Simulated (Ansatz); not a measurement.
**CH₄AlN (SMILES C=[N][AlH2]): functionals against CCSD(T) at one geometry**

The atoms stand at a frame of a short trajectory. How far do the functionals agree with CCSD(T) there?

Program: Ansatz 0.2.0, Gaussian basis. Level of theory: single points in def2-TZVPP. These are calculated values, not measurements.

Correlated methods freeze the cores.

1 further run of the same task is left out (it didn't finish).

**1. The starting structure**

SMILES `C=[N][AlH2]`, 7 atoms, charge 0, spin multiplicity 1.

Atoms are counted from 1 here; the program's logs count them from 0.

Bond lengths: C1–N2 1.257 Å, C1–H4 1.109 Å, C1–H5 1.096 Å, N2–Al3 1.753 Å, Al3–H6 1.608 Å, Al3–H7 1.472 Å. Angles: N2–C1–H4 121.5°, N2–C1–H5 122.9°, H4–C1–H5 115.6°, C1–N2–Al3 166.4°, N2–Al3–H6 118.2°, N2–Al3–H7 115.6°, H6–Al3–H7 126.2°.

As a file:

```xyz
7
CH4AlN
C    -1.2923   -0.1964   -0.7619
N    -0.2947   -0.0451   -0.0130
Al    1.3011    0.1966    0.6714
H    -2.0427   -0.9913   -0.5738
H    -1.4662    0.4165   -1.6540
H     1.5297    1.4628    1.6352
H     2.3230   -0.7808    0.2640
```

**2. PBE-D4/def2-TZVPP**

The input, run/in.yaml:

```yaml
crystal:
  periodic: [false, false, false]
  atoms:
    - {symbol: C, position_ang: [-1.292334, -0.196371, -0.761857]}
    - {symbol: N, position_ang: [-0.294694, -0.045107, -0.013044]}
    - {symbol: Al, position_ang: [1.301141, 0.196633, 0.671379]}
    - {symbol: H, position_ang: [-2.042727, -0.991291, -0.573789]}
    - {symbol: H, position_ang: [-1.466167, 0.416514, -1.654016]}
    - {symbol: H, position_ang: [1.529653, 1.462819, 1.635218]}
    - {symbol: H, position_ang: [2.322986, -0.780798, 0.264014]}
basis:
  gaussian: {orbitals: def2-TZVPP}
hamiltonian: {xc: pbe, dispersion: d4}
output: {forces: true}
```

Launch:

```sh
> ansatz run in.yaml --threads 2 --pin off --events-out ev --progress --plain --max-ram 3481MiB
```

**3. r2SCAN-D4/def2-TZVPP**

run/in.yaml, as its differences from that of step 2:

```diff
@@ -12,3 +12,3 @@
   gaussian: {orbitals: def2-TZVPP}
-hamiltonian: {xc: pbe, dispersion: d4}
+hamiltonian: {xc: r2scan, dispersion: d4}
 output: {forces: true}
```

**4. PBE0-D4/def2-TZVPP**

run/in.yaml, as its differences from that of step 3:

```diff
@@ -12,3 +12,3 @@
   gaussian: {orbitals: def2-TZVPP}
-hamiltonian: {xc: r2scan, dispersion: d4}
-output: {forces: true}
+hamiltonian: {xc: pbe0, dispersion: d4}
+output: {forces: true, orbitals: {seedname: orbitals}}
```

**5. wB97M-V/def2-TZVPP**

run/in.yaml, as its differences from that of step 4:

```diff
@@ -12,3 +12,3 @@
   gaussian: {orbitals: def2-TZVPP}
-hamiltonian: {xc: pbe0, dispersion: d4}
-output: {forces: true, orbitals: {seedname: orbitals}}
+hamiltonian: {xc: {name: wB97M-V}}
+output: {forces: true}
```

**6. CCSD(T)/def2-TZVPP**

run/in.yaml, as its differences from that of step 5:

```diff
@@ -12,3 +12,3 @@
   gaussian: {orbitals: def2-TZVPP}
-hamiltonian: {xc: {name: wB97M-V}}
+correlation: {method: ccsd_t}
 output: {forces: true}
```

(Steps that only read results are left out.)

Q: Predict the outcome of this session. Wanted: energy less free atoms, CCSD(T)/def2-TZVPP; RMS force component; RMS force error; HOMO and LUMO, PBE0-D4; T1 diagnostic.

As calculated:

```
                                  quantity                                                             value
energy less free atoms, CCSD(T)/def2-TZVPP                                                   -539.5 kcal/mol
                       RMS force component                              0.618 to 0.696 eV/Å over the methods
                           RMS force error  PBE-D4 0.187, r2SCAN-D4 0.247, PBE0-D4 0.318, wB97M-V 0.272 eV/Å
                    HOMO and LUMO, PBE0-D4                                                -6.73 and -1.06 eV
                             T1 diagnostic                                                             0.015
```

**Reading.** Against CCSD(T) the functionals' energies less atoms differ by -26.0 to -13.0 kcal/mol, PBE-D4 by -26.0 kcal/mol. The reference is not at the basis limit: in triple zeta CCSD(T) underbinds, which counts against methods that bind more; the gaps are no ranking. The forces of PBE-D4 come nearest to CCSD(T), those of PBE0-D4 are farthest. Frozen-core CCSD(T) forces in triple zeta carry basis errors of their own, and this is one geometry, so small gaps rank nothing.
